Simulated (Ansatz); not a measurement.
C$_{4}$H$_{7}$FO (`C=COC(C)F`), relaxed with RKS PBE0-D4/def2-TZVP in Ansatz from a PBE-D4/def2-SVP geometry. The force threshold is 0.005 eV/Å; the program also tests the step.

Charge 0, multiplicity 1.

Start:

```xyz
13

C     2.068   -0.463    0.768
C     1.473    0.686    0.401
O     0.242    0.853   -0.176
C    -0.631   -0.242   -0.189
C    -1.991    0.234   -0.642
F    -0.169   -1.215   -1.071
H     3.055   -0.416    1.247
H     1.629   -1.451    0.575
H     1.953    1.668    0.537
H    -0.645   -0.716    0.823
H    -2.694   -0.618   -0.686
H    -2.386    0.993    0.061
H    -1.905    0.687   -1.648
```

```csv
step,energy (eV),largest force (eV/Å),largest move (Å)
1,-9019.2371,0.590,0.000
2,-9019.2942,0.187,0.058
3,-9019.2985,0.104,0.034
4,-9019.3006,0.037,0.030
5,-9019.3008,0.010,0.006
6,-9019.3009,0.008,0.008
7,-9019.3009,0.005,0.004
8 (rejected),-9019.3009,0.011,0.002
9,-9019.3009,0.001,0.001
```

End:

```xyz
13

C     2.032   -0.452    0.789
C     1.467    0.676    0.382
O     0.254    0.838   -0.209
C    -0.614   -0.242   -0.215
C    -1.975    0.233   -0.623
F    -0.173   -1.187   -1.122
H     2.999   -0.399    1.269
H     1.589   -1.427    0.644
H     1.952    1.639    0.492
H    -0.602   -0.731    0.767
H    -2.661   -0.613   -0.674
H    -2.351    0.955    0.103
H    -1.917    0.709   -1.603
```

It took 40 s on 4 threads of an Arm Neoverse V1 on a shared host, with 0.62 GiB of host memory at the peak.
